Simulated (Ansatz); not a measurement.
# BHCl2 (triplet): from Hartree-Fock to the top rungs at a displaced geometry (v1), cc-pVDZ

Aim: climb from Hartree-Fock through coupled cluster and multireference methods for BHCl2 (triplet) at one geometry and basis, and see what each rung misses.

Method: cc-pVDZ, core rule «outside noble gas», up to 11 orbitals frozen; program: Ansatz 0.2.0, Gaussian basis.

To be run: UHF; CCSD(T) on ROHF; CCSD(T) on UHF; BCCD(T) on ROHF; CISD; CCSDT(Q) on ROHF; CCSDT(Q) on UHF; CASSCF and NEVPT2, 14 electrons in 11 orbitals.

22 further runs of the same task are left out: 11 that didn't finish, 11 set aside as unsound or not needed.

## 1. The geometry

The geometry is a PBE0/def2-TZVP stationary point (not a proven minimum) with its atoms shifted at random (size 0.040 Å).

4 atoms, charge 0, spin multiplicity 3.

Atoms are counted from 1 here; the program's logs count them from 0.

Bond lengths: Cl1–B2 1.743 Å, B2–Cl3 1.762 Å, B2–H4 1.272 Å. Angles: Cl1–B2–Cl3 148.5°, Cl1–B2–H4 107.1°, Cl3–B2–H4 104.4°.

As a file:

```xyz
4
charge 0, multiplicity 3
Cl   -0.0194   -0.1050    1.6838
B    -0.0202    0.3920    0.0136
Cl    0.0277   -0.0618   -1.6880
H    -0.0751    1.6628    0.0008
```

## 2. UHF

in.yaml

```yaml
crystal:
  periodic: [false, false, false]
  atoms:
    - {symbol: Cl, position_ang: [-0.019412, -0.104992, 1.683800]}
    - {symbol: B, position_ang: [-0.020245, 0.392021, 0.013639]}
    - {symbol: Cl, position_ang: [0.027719, -0.061825, -1.687982]}
    - {symbol: H, position_ang: [-0.075058, 1.662830, 0.000828]}
basis:
  gaussian: {orbitals: cc-pVDZ}
magnetization: {spin_polarized: true, initial_magnetization: 2}
hamiltonian: {xc: hf}
output: {orbitals: {seedname: orbitals}}
```

On the command line:

```console
ansatz run in.yaml --threads 1 --pin off --events-out ev --progress --plain --max-ram 2393MiB
```

The runs that follow: CCSD(T) on ROHF; CCSD(T) on UHF; BCCD(T) on ROHF; CISD; CCSDT(Q) on ROHF; CCSDT(Q) on UHF; CASSCF and NEVPT2, 14 electrons in 11 orbitals.

Before running them: what should the planned runs give, taken together? Wanted: UCCSDT(Q) below the RHF energy; RMP2 from UCCSDT(Q); UMP2 from UCCSDT(Q); RCCSD from UCCSDT(Q); RCCSD(T) from UCCSDT(Q); UCCSD(T) from UCCSDT(Q); RCCSDT(Q) from UCCSDT(Q); NEVPT2 valence from UCCSDT(Q); T1 diagnostic.

**Answer**, as computed:

```
                         quantity                      value
   UCCSDT(Q) below the RHF energy                -10.9924 eV
              RMP2 from UCCSDT(Q)                +1314.4 meV
              UMP2 from UCCSDT(Q)                +1307.0 meV
             RCCSD from UCCSDT(Q)                 +380.2 meV
          RCCSD(T) from UCCSDT(Q)                  +60.3 meV
          UCCSD(T) from UCCSDT(Q)                  +60.8 meV
         RCCSDT(Q) from UCCSDT(Q)                   +3.7 meV
    NEVPT2 valence from UCCSDT(Q)                +1588.3 meV
levels within 1 kcal/mol (43 meV)  RCCSDT, UCCSDT, RCCSDT(Q)
                    T1 diagnostic                      0.037
   effectively unpaired electrons                       2.02
```

**Reading.** RCCSD(T) lands +60.3 meV from the yardstick (0.5 % of the correlation energy). One determinant dominates. These misses are within one basis, not against nature; the frozen cores of restricted and unrestricted runs differ, which can shift their rows.
